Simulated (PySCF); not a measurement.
# Computed data sheet: sulfur diatomic, `S=S` [triplet]

Species: sulfur diatomic, S2 (triplet state).
Structure used (PBE0-D3(BJ)/def2-SVP), in Å, numbered top down from 1:
```
atom  x, y, z in Å
S1     0.9547   -0.0088   -0.0021
S2    -0.9491    0.0113   -0.0262
```

**PBE0-D3(BJ)/def2-SVP geometry optimisation, gas phase (PySCF)**

```yaml
Point_group: D∞h
Rotational_constant_B_linear: 8.720 GHz
Dipole_moment: 0.00 D
```

From UKS B3LYP, IGLO-III on S, non-relativistic, mean-field spin-orbit, GIAO (PySCF):

```yaml
Isotropic_g_value: 2.01128
Principal_g_values: 2.00213, 2.01586, 2.01587
Spin_squared_⟨S²⟩: 2.007
Largest_Mulliken_spin_population: 1.00 on S1/S2
Largest_isotropic_hyperfine_couplings_means_over_sets_of_like_nuclei: 33S +10.2 (S1/S2) MHz
Zero-field_splitting_D: 20.898 cm⁻¹
```

Monoisotopic mass from the formula: 63.9441 u.

Point group D∞h forbids a permanent dipole, so the rigid molecule has no electric-dipole pure rotational spectrum. B corresponds to 0.2909 cm⁻¹ (most abundant isotopes). g_iso is shifted by about +8970 ppm from the free-electron value 2.002319; the principal values span 0.0137. ⟨S²⟩ is 0.007 above the pure-spin value S(S + 1) = 2.00.

For the EPR job (B3LYP), hardware: an Arm Neoverse V1 with one thread (shared host). Cost: 6.4 s of wall time.
